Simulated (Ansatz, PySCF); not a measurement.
Molecule: tetrafluorosilane, SiF₄, net charge 0, singlet state. SMILES: F[Si](F)(F)F
Structure (B3LYP-D3(BJ)/def2-TZVP (Ansatz, an electronic-structure program) minimum search):
```xyz
5

Si     0.0000     0.0000     0.0000
F      0.9027     0.9354     0.8757
F     -0.8806    -0.8997     0.9336
F     -0.9289     0.8739    -0.9111
F      0.9068    -0.9096    -0.8983
```
Charge 0, spin multiplicity 1.

B3LYP/6-31G* beside other levels, property by property. Set-up: frozen cores in correlated levels; no spin-orbit coupling; dispersion terms only where a functional's name holds one; non-relativistic; open shells spin-unrestricted; six Cartesian d functions in 6-31G* and its kin unless marked 5d; atomisation electronic, to ground-state atoms. CBS marks a two-point X^-3 extrapolation of the correlation energy; Hartree-Fock from the larger set. The bracket is a focal-point correction in the basis named. Ab initio and DFT rows: single points at B3LYP-D3(BJ) geometries (Ansatz), with unscaled harmonic terms from B3LYP/6-31G* at its own minima, enthalpies of formation by atomisation with measured atoms.

Measured values: G2/97 table in ASE (Curtiss et al.); they hold spin-orbit and core effects, anharmonicity. For F[Si](F)(F)F (enthalpy of formation at 298 K) the tabulated value and RI-MP2/CBS(aug-cc-pV(T+d)Z,aug-cc-pV(Q+d)Z)+[CCSD(T)-MP2]/aug-cc-pV(T+d)Z (Ansatz) part by 3.1 kcal/mol: another conformer or state, missing terms or a fault of the table's entry are possible. Coupled cluster (Ansatz) is a level with limits of its own, used here on species with T1 under 0.025 (0.045 for open shells) and stable references: (a) RI-MP2/CBS(aug-cc-pV(T+d)Z,aug-cc-pV(Q+d)Z)+[CCSD(T)-MP2]/aug-cc-pV(T+d)Z; (b) RI-MP2/CBS(cc-pV(T+d)Z,cc-pV(Q+d)Z)+[CCSD(T)-MP2]/cc-pV(T+d)Z.

```
property                                                                    B3LYP/6-31G* (Ansatz)  BP86/def2-SVP (PySCF)  M06-2X/def2-TZVPD (PySCF)  B2PLYP-D3(BJ)/def2-TZVPD (Ansatz + dftd3)            to compare with
--------------------------------------------------------------------------  ---------------------  ---------------------  -------------------------  -----------------------------------------  -------------------------
atomisation energy (kcal/mol)                                                               548.6                  554.1                      573.4                                      563.4  576.3 coupled cluster (a)
F-Si bond dissociation enthalpy at 298 K, to F[Si](F)F + F atom (kcal/mol)                  159.1                  156.0                      163.1                                      160.8  166.7 coupled cluster (b)
enthalpy of formation at 298 K (kcal/mol)                                                  -361.4                 -366.9                     -386.2                                     -376.2            -386.0 measured
```

As the rows show:
- atomisation energy: B3LYP/6-31G* lies 27.7 kcal/mol below coupled cluster.
- F-Si bond dissociation enthalpy at 298 K, to F[Si](F)F + F atom: B3LYP/6-31G* lies 7.6 kcal/mol below coupled cluster.
- enthalpy of formation at 298 K: B3LYP/6-31G* lies 24.6 kcal/mol above the measured value.

The properties are those with a value to compare with, at most eight drawn at random. No case is left out for the size of its miss. Left out are saddle points of the reference geometry, anions that the best level run finds unbound, excited spin states, species near biochemistry, cases with under five habitual levels, runs that failed or whose electronic state is in doubt, and table entries that another table contradicts.
